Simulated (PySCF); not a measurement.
Consider ammonia, `N` (NH3). Numbering: `[NH3:1]`

Level of theory: ωB97X-D3(BJ)/ma-def2-TZVP single points in PySCF, grid level 2; every species was optimised with PBE0-D3(BJ)/def2-SVP. Zero-point and thermal terms (298.15 K, 1 bar) come from unscaled PBE0-D3(BJ)/def2-SVP harmonic frequencies, with soft modes damped to free rotors in the entropy.

Task: What are the vertical and the adiabatic ionisation energy for forming the radical cation?

Result: 11.10 eV vertical and 10.18 eV adiabatic, the latter with zero-point energy.

Task: Where does the unpaired spin of the relaxed radical cation sit?

Result: N1 (amine nitrogen) 1.08 (intrinsic atomic orbital populations).

Task: How far is −ε(HOMO) from the vertical value by ΔSCF?

Result: −ε(HOMO) = 10.46 eV, which is 0.64 eV below the ΔSCF value.

---

Consider hydrogen sulfide, `S` (H2S). Numbering: `[SH2:1]`

Level of theory: ωB97X-D3(BJ)/ma-def2-TZVP single points in PySCF, grid level 2; every species was optimised with PBE0-D3(BJ)/def2-SVP. The prefix ma- adds one diffuse s and one diffuse p function on all atoms but H. ωB97X-D3(BJ) is ωB97X-V with D3(BJ) in place of VV10. Zero-point and thermal terms (298.15 K, 1 bar) come from unscaled PBE0-D3(BJ)/def2-SVP harmonic frequencies, with soft modes damped to free rotors in the entropy.

Question: What are the vertical and the adiabatic ionisation energy for forming the radical cation?

Answer: 10.49 eV vertical and 10.48 eV adiabatic, the latter with zero-point energy.

Question: Where does the unpaired spin of the relaxed radical cation sit?

Answer: S1 (sulfide sulfur) 1.04 (intrinsic atomic orbital populations).

Question: How far is −ε(HOMO) from the vertical value by ΔSCF?

Answer: −ε(HOMO) = 10.05 eV, which is 0.44 eV below the ΔSCF value.

---

Consider `B` (BH3). Atom numbers as in the mapped SMILES `[BH3:1]`.

Level of theory: ωB97X-D3(BJ)/ma-def2-TZVP single points in PySCF, grid level 2; every species was optimised with PBE0-D3(BJ)/def2-SVP. The prefix ma- adds one diffuse s and one diffuse p function on all atoms but H. Zero-point and thermal terms (298.15 K, 1 bar) come from unscaled PBE0-D3(BJ)/def2-SVP harmonic frequencies, with soft modes damped to free rotors in the entropy.

(1) What are the vertical and the adiabatic ionisation energy for forming the radical cation?

(2) Where does the unpaired spin of the relaxed radical cation sit?

(3) How far is −ε(HOMO) from the vertical value by ΔSCF?

## Answers

(1) 13.25 eV vertical and 12.00 eV adiabatic, the latter with zero-point energy.

(2) B1 (boron) 0.52, H (on B1) 0.25, H (on B1) 0.25 (intrinsic atomic orbital populations).

(3) −ε(HOMO) = 12.55 eV, which is 0.70 eV below the ΔSCF value.
